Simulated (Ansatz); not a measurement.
**doublet S2(+): levels of theory in one basis**

```xyz
2

S     0.0000    0.0000    0.0000
S     0.0000    0.0000    1.9163
```

Basis set: def2-SVP (spherical functions). Frozen core: 10 orbitals. Correlation on ROHF uses semicanonical orbitals with singles. Charge 1, multiplicity 2.

Computed with Ansatz (development build ahead of 0.2.0); the reference of a correlated method needn't be the lowest determinant of its kind.

```tsv
method	E − E(ROHF) (eV)	<S²> of the determinant
ROHF	0.00	0.75
UHF	-0.68	1.39
ROHF-MP2	-7.37	–
UHF-MP2	-6.38	1.39
UHF-CCSD(T)	-8.10	1.39
UHF-CCSDT(Q)	-8.24	1.39
```

Question: What does ROHF-CCSD(T) give on the same scale?

Answer: -8.16 eV.

The restricted and unrestricted rows may stand on different electronic states: another unrestricted solution lies nearer the restricted one.

Caution for ROHF, ROHF-MP2, ROHF-CCSD(T): an unrestricted determinant lies well below. Caution for UHF, UHF-MP2, UHF-CCSD(T), UHF-CCSDT(Q): the unrestricted determinant is spin contaminated; the determinant may break the point group. Caution for ROHF-MP2, UHF-MP2: MP2 on this radical cation hangs on the determinant chosen. Caution for UHF-MP2, UHF-CCSD(T): another reference gives a lower total. Caution for ROHF-CCSD(T): the determinant is a saddle point.
